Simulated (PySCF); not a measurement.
Homolysis of single bonds, series allenyl-X. All species are isolated molecules in the gas phase. One relaxed conformer stands for each flexible species; it need not be the lowest. Strings in code marks are SMILES.

The numbers are results of ωB97X-D3(BJ)/def2-TZVP // B3LYP-D3(BJ)/def2-TZVP (PySCF), not measurements. 

| species | dipole moment (D) |
|---|---|
| radical fragment (`[CH2]C`) | 0.30 |
| whole molecule (`C=C=CF`) | 1.80 |
| whole molecule (`COC=C=C`) | – |
| whole molecule (`C=C=CC#N`) | 4.49 |
| radical fragment (`[SH]`) | 0.91 |
| radical fragment (`C[S]`) | 1.73 |
| radical fragment (`[CH]=C`) | 0.72 |
| whole molecule (`C(=C=C)C#C`) | 0.78 |
| radical fragment (`[CH2]O`) | – |
| whole molecule (`C(=[CH][GeH3])=C`) | 0.26 |
| radical fragment (`[GeH3]`) | 0.06 |
| whole molecule (`[C-]#[N+]C=C=C`) | 3.96 |
